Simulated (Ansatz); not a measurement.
# Lattice constant a of diamond and zinc-blende semiconductors: measurement against PBEsol

Computed values from Ansatz (plane waves, PAW); cells keep the symmetry of their structure type. Ansatz (an electronic-structure program) is a plane-wave DFT program; potentials: the later of its two PAW sets. Static lattice, each level relaxed to under 0.1 GPa.

Here x stands for PBEsol a and y for measured a.

```
solid  PBEsol a (Å)  measured a (Å)  basis of the measured value
-----  ------------  --------------  ---------------------------
BN            3.606           3.593    0 K, zero-point corrected
AlP           5.470           5.451    0 K, zero-point corrected
GaAs          5.659           5.640    0 K, zero-point corrected
AlAs          5.675           5.649    0 K, zero-point corrected
InP           5.878           5.858    0 K, zero-point corrected
InAs          6.087           6.047    0 K, zero-point corrected
Sn            6.541               ?    0 K, zero-point corrected
```

Fit y of the 6 rows that show it with a straight line. With u = x - 5.4, the rows have u = -1.7940, 0.0700, 0.2590, 0.2750, 0.4780, 0.6870. Means: u -0.0041667, y 5.3730. About the means, the sum of products is 4.0387 and the sum of squares of u is 4.0664; the slope is their ratio. Least squares gives y = 5.3771 + 0.99319·u. Residuals (row less fit): -0.0023, 0.0044, 0.0057, -0.0012, 0.0062, -0.0124; standard error 0.0079 (degrees of freedom: 4). The slope is 0.993 with a standard error of 0.0039. Before the fit, PBEsol less measured has mean 0.0228, mean absolute 0.0228 and median absolute 0.0195 Å over these 6 rows.

Task: Estimate the missing y (x = 6.541); what was measured?

Result: u = 1.1410, so y = 5.3771 + 0.99319 × 1.1410 = 6.5103 Å. The measured value is 6.477 Å, 0.0333 Å below the prediction (1.2 % of the range of y in the table). The row lies outside the fitted rows, so this is an extrapolation. From the scatter of the fitted rows alone, a prediction at this place has a standard error of 0.0097 Å, so the miss is 3.4 times that.

Plain PBEsol misses this row by 0.064 Å. Sn is here grey tin, stable below 13 °C. The rows are a random draw of 7 from the 8 solids that have both values on this basis (zero-point corrected by the source), of 20 computed in this series. Not drawn: V to Ni and open 4f shells, rows kept for tests, unfit runs, cells that left their space group, values derived or compiled from fits, values whose temperature is given only as extrapolated, encyclopaedia, home-page and unnamed sources, sources from 2025 on, cells with moments, not at rest, warned of a lower state, or off the usual phase with no note on it here. Measured values as quoted by these papers, many of them computational: BN Tamar Goldzak et al., The Journal of Chemical Physics (2022), arXiv:2208.04865; AlP Daniel Mejia-Rodriguez et al., Physical Review B (2018), arXiv:1807.09216; GaAs Daniel Mejia-Rodriguez et al., Physical Review B (2018), arXiv:1807.09216; AlAs Daniel Mejia-Rodriguez et al., Physical Review B (2018), arXiv:1807.09216; InP Daniel Mejia-Rodriguez et al., Physical Review B (2018), arXiv:1807.09216; InAs Daniel Mejia-Rodriguez et al., Physical Review B (2018), arXiv:1807.09216; Sn Daniel Mejia-Rodriguez et al., Physical Review B (2018), arXiv:1807.09216.
